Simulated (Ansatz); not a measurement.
A nudged elastic band was laid between two geometries of C₂H₂F₂O (7 atoms, charge 0, multiplicity 1).

Computed with RKS B3LYP-D4/def2-SVP in Ansatz.

```
movable images  : 5
climbing image  : yes
spring          : 5.0 eV/Å²
optimiser       : quadratic models (default)
start path      : through a guess of the saddle point
force threshold : 0.5 eV/Å
iteration limit : 60
end points      : relaxed
```

Initial state:

```xyz
7
Properties=species:S:1:pos:R:3
O -1.365 0.328 0.437
C -0.012 0.326 0.262
C 0.602 -0.657 -0.398
F -0.002 -1.670 -0.986
F 1.918 -0.743 -0.506
H -1.681 1.240 0.423
H 0.602 1.107 0.722
```

Final state:

```xyz
7
Properties=species:S:1:pos:R:3
O -1.365 0.328 0.438
C -0.012 0.327 0.262
C 0.602 -0.657 -0.398
F 1.918 -0.744 -0.506
F -0.002 -1.669 -0.987
H -1.681 1.240 0.421
H 0.602 1.106 0.723
```

(1) Which bonds break or form, and what moves?

(2) What energy profile does the band end with?

(3) What is the geometry of the highest image?

The band took 33 iterations and of the order of 6 core-minutes.

## Answers

(1) No bond is made or broken. The dihedral O1–C2–C3–F5 goes from -175 to 3°. The two ends are copies of one structure, up to a mirror image or an exchange of like atoms.

(2) The forces met the threshold. The highest image is number 4 of 0 to 6, 3.89 eV above the ends, which have the same energy within 2 meV. The threshold of 0.5 eV/Å is loose, so the images may lie well off the minimum-energy path. Neighbouring images differ by up to 2.4 eV, so the band resolves the path poorly. The order of the stationary point at the top wasn't checked.

| image | path coordinate (Å) | energy (eV) | dihedral O1–C2–C3–F5 (°) |
| --- | --- | --- | --- |
| 0 | 0.00 | 0.00 | -175 |
| 1 | 0.67 | 0.00 | 176 |
| 2 | 1.34 | 0.56 | -145 |
| 3 | 2.01 | 2.35 | -97 |
| 4 | 2.69 | 3.89 | -65 |
| 5 | 3.80 | 1.46 | -33 |
| 6 | 4.92 | 0.00 | 3 |

(3) 
```xyz
7
Properties=species:S:1:pos:R:3:forces:R:3
O -1.183 0.181 0.261 -0.05 0.03 -0.04
C 0.045 0.477 -0.022 -0.06 -0.05 0.02
C 1.050 -0.465 -0.666 0.06 0.04 -0.04
F 0.441 -1.244 -1.592 -0.04 -0.02 0.02
F 0.850 -1.201 0.637 0.03 0.04 0.02
H -1.574 0.765 0.940 0.02 0.00 -0.02
H 0.433 1.420 0.396 0.03 -0.03 0.04
```

The run took 5.7 min on 1 thread of Arm Neoverse V2, with other jobs on the host, peak memory 0.16 GiB.
